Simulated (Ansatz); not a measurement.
## BNC, singlet in cc-pVDZ: errors against RCCSDTQ

Geometry: a PBE0/def2-TZVP stationary point for this spin, not checked as a minimum.

```json
{"atom": "C", "x (Å)": "0.0000", "y (Å)": "0.0000", "z (Å)": "1.2603"}
{"atom": "B", "x (Å)": "0.0000", "y (Å)": "0.0000", "z (Å)": "-1.3379"}
{"atom": "N", "x (Å)": "0.0000", "y (Å)": "0.0000", "z (Å)": "0.0776"}
```

Basis cc-pVDZ; Ansatz 0.2.0. Correlated methods freeze the noble-gas cores, which leaves 12 electrons in 39 orbitals. Prefix R: restricted or restricted open-shell reference; prefix U: unrestricted. Active spaces: valence = (12e, 12o) chosen from the atoms' valence shells.

Full CI isn't at hand for all of this; RCCSDTQ serves as the reference, and is uncertain by about the last step of the cluster series. The frozen core follows each run's orbitals, which can shift R against U totals by a few meV.

Unrestricted rows (U) aren't spin-pure: their determinants' ⟨S²⟩ exceeds S(S+1) by up to 0.22, so they mix in states of higher spin.

```
UHF ⟨S²⟩                          : 0.225
T1 diagnostic (RCCSD)             : 0.0170
largest doubles amplitude (RCCSD) : 0.099
```

```csv
level,E − E(RCCSDTQ) (kJ/mol),share of correlation (%),wall time
RHF,929.6,0.00,–
UHF,926.2,0.36,0.49 s
RMP2,119.4,87.15,–
CISD,134.2,85.56,0.88 s
RCCSD,44.9,95.17,–
RCCSD(T),4.8,99.48,1.1 s
BCCD(T),4.5,99.51,0.55 s
RCCSDT,2.9,99.68,–
RCCSDT(Q),-0.2,100.02,6.5 s
CASSCF (valence space),471.2,49.31,–
NEVPT2 (valence space),100.8,89.15,8 s (H100)
MRCISD (valence space),31.4,96.62,–
MRCISD+Q (valence space),5.0,99.46,14 s (H100)
```

The correlation energy at RCCSDTQ, counted from RHF, is -9.634 eV. That run took 30 s on 2 threads of AMD EPYC 7R13 with a shared H100 80 GB, shared host.

Times hold each run's SCF and search for its determinant on a shared host, so for small cases they say little of a method's own cost; rows without a card ran on 1 thread of AMD EPYC 7R13.

Natural occupations of CASSCF (valence space) about the gap: 1.983 1.980 1.952 1.952 1.864 0.074 0.074 0.048 0.048 0.020; effectively unpaired electrons, Σ n²(2−n)², 0.15.

Atomization energy (electronic, same basis, no zero-point term; atoms at the same level, unrestricted beside the R rows where the molecule is a closed shell, with restricted open-shell steps beyond CCSDT(Q)) at RCCSDTQ: 1145.8 kJ/mol. Errors of other levels:

```tsv
level	error (kJ/mol)
RHF	-348.0
UHF	-344.6
RMP2	44.7
CISD	-122.1
RCCSD	-36.4
RCCSD(T)	-2.6
BCCD(T)	-1.9
RCCSDT	-2.8
RCCSDT(Q)	0.2
CASSCF (valence space)	-0.1
NEVPT2 (valence space)	7.4
MRCISD (valence space)	-24.8
MRCISD+Q (valence space)	-12.0
```

This basis is far from its limit, so the value isn't to be set against a measured one. Truncated CI isn't size-consistent, which counts against it in atomization.
